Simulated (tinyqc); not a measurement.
Inside a calculation (part 1 of 2). Method: CIS on RHF in the sto-3g basis, for H2O, spin multiplicity 1. Computed by tinyqc, a small Python program that keeps every step (integrals from PySCF). Settings: charge = 0, multiplicity = 1, basis = sto-3g, method = RHF, energy threshold = 1e-10, iteration cap = 55, orthogonalisation = canonical, start = atomic densities, DIIS depth = 6. Command: `OMP_NUM_THREADS=1 python tinyqc.py 25738 25739 out.jsonl` (the two numbers bound the seeds that draw the settings). One thread of a shared host (Intel(R) Xeon(R) Processor @ 2.60GHz), about 0.1 s of CPU time with the checks. The early iterations of the SCF are left out here.

## One-electron integrals

Geometry (angstrom):
```
atom         x          y         z
O     0.000000   0.000000  0.000000
H     0.000000   0.820000  0.567000
H     0.000000  -0.820000  0.567000
```

Basis sto-3g: exponents (1/bohr^2) and contraction coefficients of normalised primitives:
```
element  l (shell)    exponent  coefficient
O            s (1)  130.709320     0.154329
O            s (1)   23.808861     0.535328
O            s (1)    6.443608     0.444635
O            s (2)    5.033151    -0.099967
O            s (2)    1.169596     0.399513
O            s (2)    0.380389     0.700115
O            p (3)    5.033151     0.155916
O            p (3)    1.169596     0.607684
O            p (3)    0.380389     0.391957
H            s (1)    3.425251     0.154329
H            s (1)    0.623914     0.535328
H            s (1)    0.168855     0.444635
```

Overlap, kinetic and nuclear-attraction integrals over the contracted functions; the nuclear repulsion is the sum of Za Zb / Rab.

nuclear repulsion = 8.81549400 hartree

overlap S:
```
           1O 1s     1O 2s    1O 2px     1O 2py    1O 2pz     2H 1s      3H 1s
1O 1s   1.000000  0.236704  0.000000   0.000000  0.000000  0.049109   0.049109
1O 2s   0.236704  1.000000  0.000000   0.000000  0.000000  0.449095   0.449095
1O 2px  0.000000  0.000000  1.000000   0.000000  0.000000  0.000000   0.000000
1O 2py  0.000000  0.000000  0.000000   1.000000  0.000000  0.311994  -0.311994
1O 2pz  0.000000  0.000000  0.000000   0.000000  1.000000  0.215732   0.215732
2H 1s   0.049109  0.449095  0.000000   0.311994  0.215732  1.000000   0.209314
3H 1s   0.049109  0.449095  0.000000  -0.311994  0.215732  0.209314   1.000000
```

kinetic energy T (hartree):
```
            1O 1s      1O 2s    1O 2px     1O 2py    1O 2pz      2H 1s      3H 1s
1O 1s   29.003200  -0.168011  0.000000   0.000000  0.000000  -0.004960  -0.004960
1O 2s   -0.168011   0.808128  0.000000   0.000000  0.000000   0.110359   0.110359
1O 2px   0.000000   0.000000  2.528731   0.000000  0.000000   0.000000   0.000000
1O 2py   0.000000   0.000000  0.000000   2.528731  0.000000   0.209412  -0.209412
1O 2pz   0.000000   0.000000  0.000000   0.000000  2.528731   0.144801   0.144801
2H 1s   -0.004960   0.110359  0.000000   0.209412  0.144801   0.760032   0.000185
3H 1s   -0.004960   0.110359  0.000000  -0.209412  0.144801   0.000185   0.760032
```

nuclear attraction V (hartree):
```
             1O 1s       1O 2s     1O 2px      1O 2py      1O 2pz      2H 1s      3H 1s
1O 1s   -61.680058   -7.434365   0.000000    0.000000   -0.016278  -1.584815  -1.584815
1O 2s    -7.434365  -10.102606   0.000000    0.000000   -0.194061  -3.597259  -3.597259
1O 2px    0.000000    0.000000  -9.953339    0.000000    0.000000   0.000000   0.000000
1O 2py    0.000000    0.000000   0.000000  -10.107530    0.000000  -2.219059   2.219059
1O 2pz   -0.016278   -0.194061   0.000000    0.000000  -10.027061  -1.591317  -1.591317
2H 1s    -1.584815   -3.597259   0.000000   -2.219059   -1.591317  -5.662912  -1.323680
3H 1s    -1.584815   -3.597259   0.000000    2.219059   -1.591317  -1.323680  -5.662912
```

core Hamiltonian H = T + V (hartree):
```
             1O 1s      1O 2s     1O 2px     1O 2py     1O 2pz      2H 1s      3H 1s
1O 1s   -32.676858  -7.602376   0.000000   0.000000  -0.016278  -1.589774  -1.589774
1O 2s    -7.602376  -9.294479   0.000000   0.000000  -0.194061  -3.486900  -3.486900
1O 2px    0.000000   0.000000  -7.424608   0.000000   0.000000   0.000000   0.000000
1O 2py    0.000000   0.000000   0.000000  -7.578799   0.000000  -2.009647   2.009647
1O 2pz   -0.016278  -0.194061   0.000000   0.000000  -7.498330  -1.446516  -1.446516
2H 1s    -1.589774  -3.486900   0.000000  -2.009647  -1.446516  -4.902880  -1.323495
3H 1s    -1.589774  -3.486900   0.000000   2.009647  -1.446516  -1.323495  -4.902880
```

## Two-electron integrals

Functions are numbered as in S; the eight-fold symmetry (ij|kl) = (ji|kl) = (kl|ij) leaves the list below.

Two-electron integrals (ij|kl) in chemists' order, unique and non-zero (hartree):
```
(11|11) 4.785065    (21|11) 0.741380    (21|21) 0.136873    (22|11) 1.118947
(22|21) 0.256633    (22|22) 0.817206    (31|31) 0.024477    (32|31) 0.037809
(32|32) 0.180518    (33|11) 1.115814    (33|21) 0.256684    (33|22) 0.817023
(33|33) 0.880159    (41|41) 0.024477    (42|41) 0.037809    (42|42) 0.180518
(43|43) 0.047444    (44|11) 1.115814    (44|21) 0.256684    (44|22) 0.817023
(44|33) 0.785270    (44|44) 0.880159    (51|51) 0.024477    (52|51) 0.037809
(52|52) 0.180518    (53|53) 0.047444    (54|54) 0.047444    (55|11) 1.115814
(55|21) 0.256684    (55|22) 0.817023    (55|33) 0.785270    (55|44) 0.785270
(55|55) 0.880159    (61|11) 0.156117    (61|21) 0.028576    (61|22) 0.053226
(61|33) 0.053123    (61|41) 0.001085    (61|42) 0.002029    (61|44) 0.053336
(61|51) 0.000750    (61|52) 0.001403    (61|54) 0.000147    (61|55) 0.053225
(61|61) 0.006044    (62|11) 0.376702    (62|21) 0.087467    (62|22) 0.308013
(62|33) 0.302806    (62|41) 0.005397    (62|42) 0.041088    (62|44) 0.313177
(62|51) 0.003732    (62|52) 0.028411    (62|54) 0.007171    (62|55) 0.307765
(62|61) 0.018612    (62|62) 0.143280    (63|31) 0.009189    (63|32) 0.053359
(63|43) 0.008555    (63|53) 0.005915    (63|63) 0.020510    (64|11) 0.222044
(64|21) 0.052227    (64|22) 0.196399    (64|33) 0.187472    (64|41) 0.012016
(64|42) 0.078195    (64|44) 0.210978    (64|51) 0.001954    (64|52) 0.017173
(64|54) 0.010339    (64|55) 0.190530    (64|61) 0.011609    (64|62) 0.110971
(64|64) 0.105474    (65|11) 0.153535    (65|21) 0.036113    (65|22) 0.135803
(65|33) 0.129630    (65|41) 0.001954    (65|42) 0.017173    (65|44) 0.134053
(65|51) 0.010541    (65|52) 0.065234    (65|54) 0.011613    (65|55) 0.143575
(65|61) 0.008027    (65|62) 0.076732    (65|64) 0.058750    (65|65) 0.061133
(66|11) 0.513673    (66|21) 0.121211    (66|22) 0.489188    (66|33) 0.469362
(66|41) 0.009761    (66|42) 0.102164    (66|44) 0.509191    (66|51) 0.006749
(66|52) 0.070643    (66|54) 0.027540    (66|55) 0.488405    (66|61) 0.026029
(66|62) 0.285358    (66|64) 0.252348    (66|65) 0.174489    (66|66) 0.774606
(71|11) 0.156117    (71|21) 0.028576    (71|22) 0.053226    (71|33) 0.053123
(71|41) -0.001085   (71|42) -0.002029   (71|44) 0.053336    (71|51) 0.000750
(71|52) 0.001403    (71|54) -0.000147   (71|55) 0.053225    (71|61) 0.005942
(71|62) 0.017979    (71|64) 0.010245    (71|65) 0.007760    (71|66) 0.024839
(71|71) 0.006044    (72|11) 0.376702    (72|21) 0.087467    (72|22) 0.308013
(72|33) 0.302806    (72|41) -0.005397   (72|42) -0.041088   (72|44) 0.313177
(72|51) 0.003732    (72|52) 0.028411    (72|54) -0.007171   (72|55) 0.307765
(72|61) 0.017979    (72|62) 0.114754    (72|64) 0.061442    (72|65) 0.059673
(72|66) 0.186162    (72|71) 0.018612    (72|72) 0.143280    (73|31) 0.009189
(73|32) 0.053359    (73|43) -0.008555   (73|53) 0.005915    (73|63) 0.015832
(73|73) 0.020510    (74|11) -0.222044   (74|21) -0.052227   (74|22) -0.196399
(74|33) -0.187472   (74|41) 0.012016    (74|42) 0.078195    (74|44) -0.210978
(74|51) -0.001954   (74|52) -0.017173   (74|54) 0.010339    (74|55) -0.190530
(74|61) -0.010245   (74|62) -0.061442   (74|64) -0.017589   (74|65) -0.031248
(74|66) -0.088841   (74|71) -0.011609   (74|72) -0.110971   (74|74) 0.105474
(75|11) 0.153535    (75|21) 0.036113    (75|22) 0.135803    (75|33) 0.129630
(75|41) -0.001954   (75|42) -0.017173   (75|44) 0.134053    (75|51) 0.010541
(75|52) 0.065234    (75|54) -0.011613   (75|55) 0.143575    (75|61) 0.007760
(75|62) 0.059673    (75|64) 0.031248    (75|65) 0.046387    (75|66) 0.105837
(75|71) 0.008027    (75|72) 0.076732    (75|74) -0.058750   (75|75) 0.061133
(76|11) 0.132564    (76|21) 0.031035    (76|22) 0.117780    (76|33) 0.115223
(76|44) 0.117780    (76|51) 0.002121    (76|52) 0.018889    (76|55) 0.120211
(76|61) 0.006523    (76|62) 0.053360    (76|64) 0.035766    (76|65) 0.032132
(76|66) 0.107918    (76|71) 0.006523    (76|72) 0.053360    (76|74) -0.035766
(76|75) 0.032132    (76|76) 0.024135    (77|11) 0.513673    (77|21) 0.121211
(77|22) 0.489188    (77|33) 0.469362    (77|41) -0.009761   (77|42) -0.102164
(77|44) 0.509191    (77|51) 0.006749    (77|52) 0.070643    (77|54) -0.027540
(77|55) 0.488405    (77|61) 0.024839    (77|62) 0.186162    (77|64) 0.088841
(77|65) 0.105837    (77|66) 0.318705    (77|71) 0.026029    (77|72) 0.285358
(77|74) -0.252348   (77|75) 0.174489    (77|76) 0.107918    (77|77) 0.774606
```

## Orthogonalisation

S = U s U^T; canonical form X = U s^(-1/2), so that X^T S X = 1. Each column of U has its largest component positive (the first on a tie).

eigenvalues of S: 0.369382  0.441875  0.890961  1.000000  1.088102  1.348811  1.860868

X:
```
                1          2          3         4          5          6         7
1O 1s   -0.318500   0.000000   0.752743  0.000000  -0.612389   0.000000  0.163312
1O 2s    1.148214   0.000000  -0.278468  0.000000  -0.283366   0.000000  0.437725
1O 2px   0.000000   0.000000   0.000000  1.000000   0.000000   0.000000  0.000000
1O 2py   0.000000   0.932947   0.000000  0.000000   0.000000   0.675463  0.000000
1O 2pz   0.494140   0.000000   0.651193  0.000000   0.654234   0.000000  0.188700
2H 1s   -0.722223  -0.834474  -0.164568  0.000000   0.133590   0.377586  0.376498
3H 1s   -0.722223   0.834474  -0.164568  0.000000   0.133590  -0.377586  0.376498
```

## Iteration 8 (converged): orbitals

converged F (hartree):
```
             1O 1s      1O 2s     1O 2px     1O 2py     1O 2pz      2H 1s      3H 1s
1O 1s   -20.228552  -5.161348   0.000000   0.000000  -0.027968  -1.087947  -1.087947
1O 2s    -5.161348  -2.427915   0.000000   0.000000  -0.103421  -0.954520  -0.954520
1O 2px    0.000000   0.000000  -0.383860   0.000000   0.000000   0.000000   0.000000
1O 2py    0.000000   0.000000   0.000000  -0.294659   0.000000  -0.397973   0.397973
1O 2pz   -0.027968  -0.103421   0.000000   0.000000  -0.321964  -0.332802  -0.332802
2H 1s    -1.087947  -0.954520   0.000000  -0.397973  -0.332802  -0.522222  -0.323408
3H 1s    -1.087947  -0.954520   0.000000   0.397973  -0.332802  -0.323408  -0.522222
```

Diagonalise F' = X^T F X, C = X C', fill 5 alpha and 5 beta electrons from the bottom; D = 2 C_occ C_occ^T. Each column has its largest component positive (the first on a tie).

F' = X^T F X (hartree):
```
           1         2          3          4          5          6          7
1   0.093005  0.000000   1.747806   0.000000  -1.264701   0.000000   0.230825
2   0.000000  0.705964   0.000000   0.000000   0.000000   0.107854   0.000000
3   1.747806  0.000000  -9.151877   0.000000   8.846935   0.000000  -3.985497
4   0.000000  0.000000   0.000000  -0.383860   0.000000   0.000000   0.000000
5  -1.264701  0.000000   8.846935   0.000000  -9.295402   0.000000   4.163471
6   0.000000  0.107854   0.000000   0.000000   0.000000  -0.597134   0.000000
7   0.230825  0.000000  -3.985497   0.000000   4.163471   0.000000  -3.004027
```

orbital energies (hartree): MO1 -20.237247, MO2 -1.241955, MO3 -0.606000, MO4 -0.433156, MO5 -0.383860, MO6 0.554055, MO7 0.714830

coefficients C:
```
              MO1        MO2        MO3        MO4       MO5        MO6        MO7
1O 1s    0.994208  -0.234764   0.000000   0.097265  0.000000  -0.129350   0.000000
1O 2s    0.025838   0.848961   0.000000  -0.505747  0.000000   0.831058   0.000000
1O 2px   0.000000   0.000000   0.000000   0.000000  1.000000   0.000000   0.000000
1O 2py   0.000000   0.000000   0.596754   0.000000  0.000000   0.000000   0.985152
1O 2pz   0.003791   0.110413   0.000000   0.787259  0.000000   0.707017   0.000000
2H 1s   -0.005581   0.156804   0.444687   0.286437  0.000000  -0.775643  -0.800732
3H 1s   -0.005581   0.156804  -0.444687   0.286437  0.000000  -0.775643   0.800732
```

D after iteration 8:
```
            1O 1s      1O 2s    1O 2px     1O 2py     1O 2pz      2H 1s      3H 1s
1O 1s    2.106047  -0.445616  0.000000   0.000000   0.108841  -0.029002  -0.029002
1O 2s   -0.445616   1.954364  0.000000   0.000000  -0.608639  -0.023776  -0.023776
1O 2px   0.000000   0.000000  2.000000   0.000000   0.000000   0.000000   0.000000
1O 2py   0.000000   0.000000  0.000000   0.712232   0.000000   0.530738  -0.530738
1O 2pz   0.108841  -0.608639  0.000000   0.000000   1.263964   0.485585   0.485585
2H 1s   -0.029002  -0.023776  0.000000   0.530738   0.485585   0.608823  -0.182162
3H 1s   -0.029002  -0.023776  0.000000  -0.530738   0.485585  -0.182162   0.608823
```

## Convergence

Stop when the energy changes by less than 1e-10 hartree and every element of the error matrix X^T (F D S - S D F) X is below 3e-06.

Course of the cycle:
```
iteration   E (hartree)     change  largest element of the error matrix
1          -75.40045382          -                             1.30e+00
2          -74.92482405   4.76e-01                             2.64e-01
3          -74.96027689  -3.55e-02                             3.13e-02
4          -74.96072652  -4.50e-04                             5.97e-03
5          -74.96075359  -2.71e-05                             1.75e-04
6          -74.96075367  -7.46e-08                             3.41e-05
7          -74.96075367  -2.67e-09                             1.68e-08
8          -74.96075367  -2.84e-14                             6.84e-09
```

PySCF RHF in the same basis = -74.96075367 hartree

Converged in 8 iterations.

## Integrals over molecular orbitals

(pq|rs) = sum C_ip C_jq C_kr C_ls (ij|kl), one index at a time.

one-electron integrals over orbitals h = C^T H C (hartree):
```
            1          2          3          4          5          6          7
1  -32.659432   0.562217   0.000000  -0.219197   0.000000   0.298711   0.000000
2    0.562217  -7.625352   0.000000   0.453188   0.000000  -1.337996   0.000000
3    0.000000   0.000000  -6.247741   0.000000   0.000000   0.000000  -1.746683
4   -0.219197   0.453188   0.000000  -6.916898   0.000000  -1.115602   0.000000
5    0.000000   0.000000   0.000000   0.000000  -7.424608   0.000000   0.000000
6    0.298711  -1.337996   0.000000  -1.115602   0.000000  -5.270983   0.000000
7    0.000000   0.000000  -1.746683   0.000000   0.000000   0.000000  -5.604231
```

Two-electron integrals over orbitals (pq|rs), unique and non-zero (hartree):
```
(11|11) 4.745054    (21|11) -0.420298   (21|21) 0.059019    (22|11) 1.007675
(22|21) -0.013796   (22|22) 0.723158    (31|31) 0.010588    (32|31) 0.017225
(32|32) 0.141513    (33|11) 0.783605    (33|21) -0.004447   (33|22) 0.633376
(33|33) 0.619430    (41|11) 0.172856    (41|21) -0.021635   (41|22) 0.014513
(41|33) 0.005959    (41|41) 0.026839    (42|11) -0.130160   (42|21) 0.008625
(42|22) -0.004364   (42|33) 0.006303    (42|41) 0.019811    (42|42) 0.127241
(43|31) -0.002848   (43|32) 0.023597    (43|43) 0.048007    (44|11) 0.993182
(44|21) -0.012915   (44|22) 0.677314    (44|33) 0.589439    (44|41) -0.011055
(44|42) -0.104028   (44|44) 0.770892    (51|51) 0.026025    (52|51) 0.032701
(52|52) 0.146219    (53|53) 0.027826    (54|51) -0.012607   (54|52) -0.044700
(54|54) 0.053494    (55|11) 1.115341    (55|21) -0.011832   (55|22) 0.748751
(55|33) 0.618703    (55|41) 0.004812    (55|42) -0.069910   (55|44) 0.724281
(55|55) 0.880159    (61|11) -0.232231   (61|21) 0.034787    (61|22) -0.002012
(61|33) -2.97e-06   (61|41) 0.000256    (61|42) 0.020045    (61|44) -0.017898
(61|55) -0.006145   (61|61) 0.029484    (62|11) 0.298664    (62|21) -0.006823
(62|22) 0.138773    (62|33) 0.069965    (62|41) 0.018307    (62|42) 0.024061
(62|44) 0.085968    (62|55) 0.155018    (62|61) 0.006582    (62|62) 0.098933
(63|31) 0.002716    (63|32) -0.044158   (63|43) -0.031963   (63|63) 0.076575
(64|11) 0.226210    (64|21) -0.002334   (64|22) 0.102404    (64|33) 0.042940
(64|41) 0.003063    (64|42) -0.028971   (64|44) 0.122019    (64|55) 0.121404
(64|61) 0.000170    (64|62) 0.062998    (64|64) 0.071732    (65|51) 0.015408
(65|52) 0.058347    (65|54) -0.000021   (65|65) 0.037532    (66|11) 0.783113
(66|21) -0.007040   (66|22) 0.601116    (66|33) 0.562126    (66|41) 0.020245
(66|42) 0.057636    (66|44) 0.543387    (66|55) 0.579906    (66|61) 0.007920
(66|62) 0.091225    (66|64) 0.045344    (66|66) 0.587343    (71|31) 0.015069
(71|32) 0.023016    (71|43) -0.004192   (71|63) 0.003359    (71|71) 0.021497
(72|31) 0.014186    (72|32) 0.045480    (72|43) -0.031392   (72|63) 0.033577
(72|71) 0.019135    (72|72) 0.064082    (73|11) 0.366617    (73|21) -0.007298
(73|22) 0.148498    (73|33) 0.090367    (73|41) -0.000564   (73|42) -0.073081
(73|44) 0.160336    (73|55) 0.194549    (73|61) -0.006433   (73|62) 0.076027
(73|64) 0.080787    (73|66) 0.038974    (73|73) 0.152409    (74|31) -0.008903
(74|32) -0.074054   (74|43) -0.000746   (74|63) 0.047852    (74|71) -0.012519
(74|72) -0.017521   (74|74) 0.067058    (75|53) 0.023881    (75|75) 0.025051
(76|31) 0.008993    (76|32) 0.098245    (76|43) 0.051509    (76|63) -0.069902
(76|71) 0.012277    (76|72) -0.006325   (76|74) -0.057717   (76|76) 0.117758
(77|11) 0.870617    (77|21) -0.009585   (77|22) 0.621489    (77|33) 0.602652
(77|41) 0.003836    (77|42) -0.017534   (77|44) 0.605110    (77|55) 0.624711
(77|61) -0.005157   (77|62) 0.068019    (77|64) 0.044918    (77|66) 0.559325
(77|73) 0.099600    (77|77) 0.616326
```

## CIS matrix, singlets

A(ia,jb) = (e_a - e_i) d_ij d_ab + 2 (ia|jb) - (ij|ab).

CIS matrix A, singlet (hartree):
```
           1>6        1>7       2>6        2>7        3>6        3>7        4>6        4>7
1>6  20.067157   0.000000  0.020204   0.000000   0.000000  -0.021859  -0.019905   0.000000
1>7   0.000000  20.124453  0.000000   0.047856  -0.002275   0.000000   0.000000  -0.028874
2>6   0.020204   0.000000  1.392760   0.000000   0.000000   0.053809   0.068360   0.000000
2>7   0.000000   0.047856  0.000000   1.463459  -0.031092   0.000000   0.000000  -0.017509
3>6   0.000000  -0.002275  0.000000  -0.031092   0.751080   0.000000   0.000000   0.044196
3>7  -0.021859   0.000000  0.053809   0.000000   0.000000   1.022997   0.110064   0.000000
4>6  -0.019905   0.000000  0.068360   0.000000   0.000000   0.110064   0.587289   0.000000
4>7   0.000000  -0.028874  0.000000  -0.017509   0.044196   0.000000   0.000000   0.676992
5>6   0.000000   0.000000  0.000000   0.000000   0.000000   0.000000   0.000000   0.000000
5>7   0.000000   0.000000  0.000000   0.000000   0.000000   0.000000   0.000000   0.000000

          5>6       5>7
1>6  0.000000  0.000000
1>7  0.000000  0.000000
2>6  0.000000  0.000000
2>7  0.000000  0.000000
3>6  0.000000  0.000000
3>7  0.000000  0.000000
4>6  0.000000  0.000000
4>7  0.000000  0.000000
5>6  0.433073  0.000000
5>7  0.000000  0.524080
```
